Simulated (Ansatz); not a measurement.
## How methods differ on Li2 (lithium dimer)

Li2 has 2 atoms, charge 0, and is taken as a singlet. As SMILES, `[Li][Li]`. Geometry: the measured bond length.

| atom | x (Å) | y (Å) | z (Å) |
| --- | --- | --- | --- |
| Li | 0.0000 | 0.0000 | 0.0000 |
| Li | 0.0000 | 0.0000 | 2.6729 |

Quantity: the energy change with the Li1–Li2 bond stretched from 2.673 to 3.341 Å, in eV. The values are calculated.

| level | kind | program | value (eV) | less CCSDT/def2-SVP | CPU time (all runs) |
| --- | --- | --- | --- | --- | --- |
| HF/def2-SVP (restricted) | Hartree–Fock | Ansatz | 0.10 | -0.04 | 0.19 s |
| SVWN5/def2-SVP (restricted) | LDA | Ansatz | 0.14 | 0.00 | 1.1 s |
| revPBE/def2-SVP (restricted) | GGA | Ansatz | 0.12 | -0.02 | 1.6 s |
| BHLYP/def2-SVP (restricted) | global hybrid | Ansatz | 0.17 | +0.03 | 1.4 s |
| wB97X/def2-SVP (restricted) | range-separated hybrid | Ansatz | 0.15 | +0.01 | 7.3 s |
| RPA@PBE/def2-SVP (restricted) | RPA | Ansatz | 0.08 | -0.06 | 2.3 s |
| MP2/def2-SVP (restricted) | perturbation theory | Ansatz | 0.11 | -0.03 | 0.18 s |
| CCSDT/def2-SVP (restricted) | coupled cluster or CI | Ansatz | 0.14 | 0.00 | 0.67 s |
| FCI/3-21G | exact in the basis | Ansatz | 0.17 | +0.03 | 2.5 s |

CCSDT/def2-SVP (restricted) is the highest level here, not the true value. Its T1 diagnostic reaches 0.021, a sign that one reference may not serve. The first shape isn't each level's own minimum. The values span 0.08 to 0.17 eV. High-level rows in very small sets aren't better than simpler rows in larger ones. CPU times are rough (shared hosts, several kinds of processor): they show what a rung costs within a factor of a few.
